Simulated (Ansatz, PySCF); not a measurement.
Dissociation curve of Li2, singlet.

Levels: UKS-B3LYP/6-31G* = unrestricted B3LYP/6-31G*, spherical d run with PySCF; UCCSD(T) = CCSD(T) on UHF/aug-cc-pVTZ, frozen core (Ansatz, a program for electronic structure); UKS-M06-2X/6-31G* = unrestricted M06-2X/6-31G*, spherical d (PySCF 2.14.0); RKS-M06-2X/6-31G* = restricted M06-2X/6-31G*, spherical d (PySCF).

Energies are in eV, each relative to the lowest point of its own curve near equilibrium.

```json
[
 {"R / Å": "2.08", "UKS-B3LYP/6-31G*": "0.502", "UCCSD(T)": "0.460", "UKS-M06-2X/6-31G*": "0.500", "RKS-M06-2X/6-31G*": "0.499"},
 {"R / Å": "2.18", "UKS-B3LYP/6-31G*": "0.334", "UCCSD(T)": "0.302", "UKS-M06-2X/6-31G*": "0.336", "RKS-M06-2X/6-31G*": "0.335"},
 {"R / Å": "2.34", "UKS-B3LYP/6-31G*": "0.149", "UCCSD(T)": "…", "UKS-M06-2X/6-31G*": "0.154", "RKS-M06-2X/6-31G*": "0.153"},
 {"R / Å": "2.45", "UKS-B3LYP/6-31G*": "0.070", "UCCSD(T)": "0.058", "UKS-M06-2X/6-31G*": "0.074", "RKS-M06-2X/6-31G*": "0.073"},
 {"R / Å": "2.59", "UKS-B3LYP/6-31G*": "0.015", "UCCSD(T)": "…", "UKS-M06-2X/6-31G*": "0.016", "RKS-M06-2X/6-31G*": "0.016"},
 {"R / Å": "2.69", "UKS-B3LYP/6-31G*": "0.001", "UCCSD(T)": "0.000", "UKS-M06-2X/6-31G*": "0.001", "RKS-M06-2X/6-31G*": "0.001"},
 {"R / Å": "2.74", "UKS-B3LYP/6-31G*": "0.000", "UCCSD(T)": "0.001", "UKS-M06-2X/6-31G*": "0.000", "RKS-M06-2X/6-31G*": "0.000"},
 {"R / Å": "2.87", "UKS-B3LYP/6-31G*": "0.014", "UCCSD(T)": "0.020", "UKS-M06-2X/6-31G*": "0.013", "RKS-M06-2X/6-31G*": "0.014"},
 {"R / Å": "2.93", "UKS-B3LYP/6-31G*": "0.027", "UCCSD(T)": "0.035", "UKS-M06-2X/6-31G*": "0.025", "RKS-M06-2X/6-31G*": "0.026"},
 {"R / Å": "2.98", "UKS-B3LYP/6-31G*": "0.040", "UCCSD(T)": "…", "UKS-M06-2X/6-31G*": "0.038", "RKS-M06-2X/6-31G*": "0.039"},
 {"R / Å": "3.12", "UKS-B3LYP/6-31G*": "0.088", "UCCSD(T)": "0.102", "UKS-M06-2X/6-31G*": "0.082", "RKS-M06-2X/6-31G*": "0.084"},
 {"R / Å": "3.43", "UKS-B3LYP/6-31G*": "0.231", "UCCSD(T)": "0.248", "UKS-M06-2X/6-31G*": "0.216", "RKS-M06-2X/6-31G*": "0.224"},
 {"R / Å": "3.69", "UKS-B3LYP/6-31G*": "0.367", "UCCSD(T)": "0.383", "UKS-M06-2X/6-31G*": "0.346", "RKS-M06-2X/6-31G*": "0.367"},
 {"R / Å": "4.12", "UKS-B3LYP/6-31G*": "0.559", "UCCSD(T)": "0.591", "UKS-M06-2X/6-31G*": "0.543", "RKS-M06-2X/6-31G*": "0.618"},
 {"R / Å": "4.57", "UKS-B3LYP/6-31G*": "0.694", "UCCSD(T)": "0.761", "UKS-M06-2X/6-31G*": "0.706", "RKS-M06-2X/6-31G*": "0.874"},
 {"R / Å": "4.92", "UKS-B3LYP/6-31G*": "0.761", "UCCSD(T)": "0.855", "UKS-M06-2X/6-31G*": "0.801", "RKS-M06-2X/6-31G*": "1.052"},
 {"R / Å": "5.42", "UKS-B3LYP/6-31G*": "0.817", "UCCSD(T)": "0.939", "UKS-M06-2X/6-31G*": "0.899", "RKS-M06-2X/6-31G*": "…"},
 {"R / Å": "6.00", "UKS-B3LYP/6-31G*": "…", "UCCSD(T)": "0.989", "UKS-M06-2X/6-31G*": "0.974", "RKS-M06-2X/6-31G*": "1.475"},
 {"R / Å": "6.73", "UKS-B3LYP/6-31G*": "0.867", "UCCSD(T)": "1.015", "UKS-M06-2X/6-31G*": "1.022", "RKS-M06-2X/6-31G*": "1.664"},
 {"R / Å": "7.46", "UKS-B3LYP/6-31G*": "0.873", "UCCSD(T)": "1.024", "UKS-M06-2X/6-31G*": "1.016", "RKS-M06-2X/6-31G*": "…"},
 {"R / Å": "8.30", "UKS-B3LYP/6-31G*": "0.876", "UCCSD(T)": "1.028", "UKS-M06-2X/6-31G*": "1.011", "RKS-M06-2X/6-31G*": "1.903"}
]
```

Problem. Fill in the missing entries.

Solution. 
- 2.34, UCCSD(T): 0.129
- 2.59, UCCSD(T): 0.010
- 2.98, UCCSD(T): 0.050
- 5.42, RKS-M06-2X/6-31G*: 1.273
- 6.00, UKS-B3LYP/6-31G*: 0.850
- 7.46, RKS-M06-2X/6-31G*: 1.798

The unrestricted determinant behind UKS-B3LYP/6-31G* is spin-contaminated at 3.69 to 8.30 Å (<S²> up to 1.0, against 0.00 for a pure singlet). The unrestricted determinant behind UCCSD(T) is spin-contaminated at 2.08 to 8.30 Å (<S²> up to 1.0, against 0.00 for a pure singlet). With two correlated electrons CCSD is exact in the basis where it finds the lowest root (UCCSD(T)). The unrestricted determinant behind UKS-M06-2X/6-31G* is spin-contaminated at 2.87 to 8.30 Å (<S²> up to 1.0, against 0.00 for a pure singlet). The restricted form behind RKS-M06-2X/6-31G* keeps the bonding electrons paired and can't separate into open-shell fragments.
